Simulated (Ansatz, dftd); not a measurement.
Reaction: H4BPO (SMILES OBP) → H2BO (SMILES [BH]O, doublet) + PH2 (SMILES [PH2], doublet) (the B-P bond breaks)
Each species at its own B3LYP-D3(BJ)/def2-TZVP minimum (Ansatz, an electronic-structure program), one conformer.

Quantity: bond dissociation energy (electronic), in kcal/mol. Radicals and triplets start from unrestricted determinants; spin-orbit coupling is neglected. CBS(X,Y): correlation extrapolated as X^-3, Hartree-Fock from the larger set. A bracket is a step between two methods taken in the basis named. Functionals run without relativity, which enters their misses. Double hybrids freeze cores in their MP2 part. '+ core + X2C': CCSD(T) terms for core correlation (cc-pwCVTZ, 1s frozen past Ne) and scalar relativity (cc-pVTZ-DK).

Compared with CCSD(T)/CBS(cc-pV(T+d)Z,cc-pV(Q+d)Z) + [CCSDT(Q) - CCSD(T)]/cc-pV(D+d)Z + core + X2C (Ansatz).

Task: Rank these levels by how close they come to it, closest first: PBE0-D4/def2-TZVPD (Ansatz + dftd4); B2GP-PLYP-D3(BJ)/def2-TZVPD (Ansatz + dftd3); B2PLYP-D3(BJ)/def2-TZVPD (Ansatz + dftd3).

Result: PBE0-D4/def2-TZVPD (86.5 kcal/mol, difference -2.2), B2GP-PLYP-D3(BJ)/def2-TZVPD (86.1 kcal/mol, difference -2.6), B2PLYP-D3(BJ)/def2-TZVPD (85.6 kcal/mol, difference -3.1)
